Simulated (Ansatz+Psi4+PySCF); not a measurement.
The numbers below are computed, except where a source is named.
Input for PySCF 2.14.0:

```python
from pyscf import gto, scf, mp

# the (T+d) and (D+d) sets load through basis_set_exchange
mol = gto.M(atom="""
Na 0.000000 0.000000 -1.451660
Cl 0.000000 0.000000 0.939310
""", basis={'Cl': 'cc-pv(t+d)z', 'Na': 'cc-pcvtz'}, charge=0, spin=0)
mf = scf.RHF(mol)
mf.kernel()
pt = mp.MP2(mf, frozen=6).run()
print(mf.e_tot, pt.e_corr, pt.e_tot)
```

The script is written out from the run's settings.

The run gave:

| Quantity | Value |
| --- | --- |
| Converged | yes |
| Reference energy | -621.45464 hartree |
| Correlation energy | -0.46578 hartree |
| Total energy | -621.92042 hartree |
| Spin squared of the determinant | 0.000 |
